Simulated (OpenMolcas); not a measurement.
## OpenMolcas timings: [CF3]+ (SMILES F[C+](F)F)

[CF3]+: 4 atoms, total charge +1, spin state singlet. SMILES: `F[C+](F)F`. The shape is that of a PBE0-D4/def2-TZVP optimisation.

```xyz
4

F     0.6986   -0.1146    1.0054
C     0.0000    0.0000    0.0000
F    -0.6095   -0.9734   -0.4394
F    -0.0890    1.0880   -0.5660
```

Program: OpenMolcas 26.06. Hardware: 1 thread of Intel Xeon at 2.50GHz (Skylake/Cascade Lake), shared host, so times are rough. Two-electron integrals are exact unless an approximation is named.

Question: Estimate their order by wall time, quickest first.
A. gradient at TPSS/def2-SVPD, grid UltraFine
B. gradient at HF/STO-3G
C. gradient at B3LYP/6-31G* (spherical functions), grid UltraFine

Answer: B (6.3 s), C (30 s), A (77 s).
